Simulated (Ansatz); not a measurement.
[Br···H···CH2], triplet in cc-pVDZ: errors against UCCSDT(Q)

Geometry: a point of a hydrogen-transfer path between rigid fragments, not a stationary point.

```yaml
atoms:
  - { symbol: Br, position_ang: [-0.4494, 0.0000, 0.0000] }
  - { symbol: H, position_ang: [1.1246, 0.0000, 0.0000] }
  - { symbol: C, position_ang: [2.4196, 0.0000, 0.0000] }
  - { symbol: H, position_ang: [2.8341, 0.0000, 0.9962] }
  - { symbol: H, position_ang: [2.8341, 0.0000, -0.9962] }
```

Basis cc-pVDZ; Ansatz 0.2.0. Only valence electrons are correlated (noble-gas cores and the filled d shells of p-block atoms frozen), which leaves 14 electrons in 41 orbitals. Prefix R: restricted or restricted open-shell reference; prefix U: unrestricted. Active spaces: valence = (14e, 11o) chosen from the atoms' valence shells; pair = (4e, 4o) about the gap. No spin–orbit coupling is included, and no scalar relativity.

Full CI isn't at hand for all of this; UCCSDT(Q) serves as the reference, and is uncertain by about the last step of the cluster series. The frozen core follows each run's orbitals, which can shift R against U totals by a few meV for light atoms and by up to 0.1 eV past Ca.

The UHF ⟨S²⟩ is 2.050, the T1 diagnostic (RCCSD) is 0.0211 and the largest doubles amplitude (RCCSD) is 0.062. The T1 diagnostic (UCCSD) is 0.0128.

| level | E − E(UCCSDT(Q)) (meV) | share of correlation (%) | wall time |
| --- | --- | --- | --- |
| UHF | 7477 | 5.13 | – |
| UMP2 | 1142 | 85.51 | – |
| UCCSD | 175 | 97.77 | – |
| UCCSD(T) | 32 | 99.60 | 1.7 s |
| UCCSDT | 11 | 99.86 | – |

The correlation energy at UCCSDT(Q), counted from RHF, is -7.881 eV. That run took 21 s on 1 thread of AMD EPYC 9R45, shared host.

Run but not shown, since their state or frozen core can't be matched to the reference's or they repeat it: RHF, RMP2, CISD, RCCSD, RCCSD(T), BCCD(T), RCCSDT, RCCSDT(Q), CASSCF (pair space), MRCISD (pair space), MRCISD+Q (pair space), CASSCF (valence space), NEVPT2 (valence space), MRCISD (valence space), MRCISD+Q (valence space).

Times hold each run's SCF and search for its determinant on a shared host, so for small cases they say little of a method's own cost; they ran on 1 thread of AMD EPYC 9R45.

Natural occupations of CASSCF (valence space) about the gap: 1.979 1.977 1.968 1.001 1.001 0.034 0.024 0.018; effectively unpaired electrons, Σ n²(2−n)², 2.02.
